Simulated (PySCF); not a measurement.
Compound: C5H7S (doublet state).
Numbering: `[CH3:1][S:2][C@H:3]1[C@@H:4]2[CH:5][C@H:6]12` (hydrogens: H7, H8, H9 on C1; H10 on C3; H11 on C4; H12 on C5; H13 on C6)

Geometry (GFN2-xTB, Å), atoms numbered from 1 in this order:
```
atom  x, y, z in Å
C1     2.4077    0.2722   -0.1189
S2     1.1922   -1.0551    0.1193
C3    -0.2141   -0.2499   -0.6746
C4    -1.5606   -0.8677   -0.5247
C5    -2.3517    0.3427   -0.7097
C6    -1.2024    0.4803    0.1754
H7     2.0616    1.1727    0.3800
H8     3.3354   -0.0694    0.3276
H9     2.5469    0.4502   -1.1819
H10    0.0626    0.1704   -1.6362
H11   -1.7899   -1.8320   -0.1116
H12   -3.3813    0.4687   -0.4266
H13   -1.1108    0.7175    1.2191
```

The hyperfine couplings belong to this conformer and change with its torsions.

Computed with PySCF 2.14.0, UKS B3LYP, pcH-1 on C H S, non-relativistic, mean-field spin-orbit, GIAO. One conformer (not necessarily the lowest) at the GFN2-xTB geometry, without solvent, vibrations or thermal averaging. A GFN2-xTB geometry isn't a minimum of the functional, and hyperfine couplings can be far from their values at a DFT geometry. Stability of the SCF solution: not tested.

Where do the isotropic ENDOR lines of H10, H12 and H11/H13 fall at 1218.8 mT, to first order?

For S = 1/2 in fast tumbling each set of equivalent nuclei gives two lines, ν± = |νn ± a/2| to first order, with νn = g_N μN B/h and μN/h = 7.62259 MHz/T.

```csv
nuclei,isotope,g_N,νn (MHz),a_iso (MHz),lower line (MHz),upper line (MHz)
H10,1H,5.5857,51.89,29.14,37.32,66.46
H12,1H,5.5857,51.89,23.04,40.37,63.41
H11/H13,1H,5.5857,51.89,1.65,51.07,52.72
```

Which pairs are centred on the nuclear Larmor frequency, and which on half the coupling?

Centred on νn, since |a| < 2νn: H10, H12 and H11/H13. No pair has |a| > 2νn.

At what field would the lower line of H12 fall to zero frequency?

Where νn = |a|/2, that is B = 11.52 MHz/(5.5857 × 7.62259 MHz/T) = 271 mT, as far as first order holds there.

Means are taken over nuclei equivalent by connectivity, which assumes that they swap fast.

The largest Mulliken spin populations are on C5 (+0.80), C4 (+0.10) and C6 (+0.09). No atom but C5 exceeds +0.15. The angles at C5 add up to 316.2°, so it is pyramidal.
